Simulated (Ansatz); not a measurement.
Process, species as SMILES: [SiH4] (SiH4) → 4 H atom + Si atom
B3LYP-D3(BJ)/def2-TZVP geometries, fixed; electronic energies without zero-point terms.
Largest species:
```xyz
5

Si     0.0000     0.0000     0.0000
H      0.8756     0.8547     0.8331
H     -0.8222    -0.8655     0.8753
H     -0.8862     0.8545    -0.8220
H      0.8328    -0.8437    -0.8864
```
Charge 0, spin multiplicity 1.

Energies in hartree at PBE with Ansatz (a program for electronic structure); the atomisation energy is their sum with the coefficients shown, times 627.509 kcal/mol a hartree. All functions are spherical. The program fits the integrals of some runs and decomposes those of others, by size. Open shells are unrestricted. No added dispersion term, no relativity.

```
species        coefficient  part  cc-pV(D+d)Z  cc-pV(T+d)Z  cc-pV(Q+d)Z
-------------  -----------  ----  -----------  -----------  -----------
[SiH4] (SiH4)           -1   PBE   -291.70941   -291.72532   -291.72969
H atom                  +4   PBE     -0.49863     -0.49962     -0.49985
Si atom                 +1   PBE   -289.21917   -289.22661   -289.22964
```

Task: Predict the atomisation energy in cc-pV(5+d)Z (X = 5): let each PBE step shrink by the ratio of the last two. Compare with the run.

Result: 
- [SiH4] (SiH4): steps -0.01591 and -0.00437, ratio 0.275, so PBE -291.73089 (run: -291.73254).
- H atom: steps -0.00099 and -0.00023, ratio 0.232, so PBE -0.49990 (run: -0.49997).
- Si atom: steps -0.00744 and -0.00303, ratio 0.407, so PBE -289.23087 (run: -289.23264).
Predicted 314.02 kcal/mol; the run in cc-pV(5+d)Z gives 313.77, a miss of 0.25. Keeping the value in cc-pV(Q+d)Z, 314.16, would miss by 0.40. All sums are of the energies as printed.
